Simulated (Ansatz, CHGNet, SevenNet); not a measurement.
# 1T (CdI2-type) TiSe2: properties by level of theory

Reference values: lattice constant a 3.536 Å (measured, temperature not stated, not corrected to a static lattice; as tabulated in Björkman (2014), arXiv:1406.2436); lattice parameter c 5.996 Å (measured, temperature not stated, zero-point anharmonic expansion removed (computed with revB86b-DF2); no thermal correction; as tabulated in Björkman (2014), arXiv:1406.2436).

```
level (code)              lattice parameter a (Å)  lattice parameter c (Å)
------------------------  -----------------------  -----------------------
CHGNet 0.3.0 (CHGNet)                       3.538                    7.282
SevenNet-l3i5 (SevenNet)                    3.547                    6.555
PBE (Ansatz)                                3.539                    6.728
PBEsol (Ansatz)                             3.472                    5.963
PBE-D4 (Ansatz)                             3.500                    5.949
PBE0 (Ansatz)                               3.554                    6.667
```

Differences from the reference values (errors of the level alone only where the reference is corrected to a static lattice):

```json
[
 {"level": "CHGNet 0.3.0", "lattice constant a (%)": "+0.06", "lattice parameter c (%)": "+21"},
 {"level": "SevenNet-l3i5", "lattice constant a (%)": "+0.31", "lattice parameter c (%)": "+9.32"},
 {"level": "PBE", "lattice constant a (%)": "+0.08", "lattice parameter c (%)": "+12.2"},
 {"level": "PBEsol", "lattice constant a (%)": "-1.81", "lattice parameter c (%)": "-0.55"},
 {"level": "PBE-D4", "lattice constant a (%)": "-1.02", "lattice parameter c (%)": "-0.78"},
 {"level": "PBE0", "lattice constant a (%)": "+0.51", "lattice parameter c (%)": "+11.2"}
]
```

Nearest: lattice constant a, not ranked (reference at room or unstated temperature); lattice parameter c, not ranked (reference at room or unstated temperature).

Machine-learned potentials (CHGNet 0.3.0, SevenNet-l3i5) are trained on DFT data, which may include these solids.

Caveats: the cell comes from a level without a dispersion term, which matters for the spacing of layers, chains or molecules (PBE, PBEsol, PBE0). Ansatz's density-functional and Hartree–Fock values are scalar-relativistic unless marked +SOC, with PAW data made under PBE.

Differences are worked out from the printed values.

Ansatz is a first-principles code.
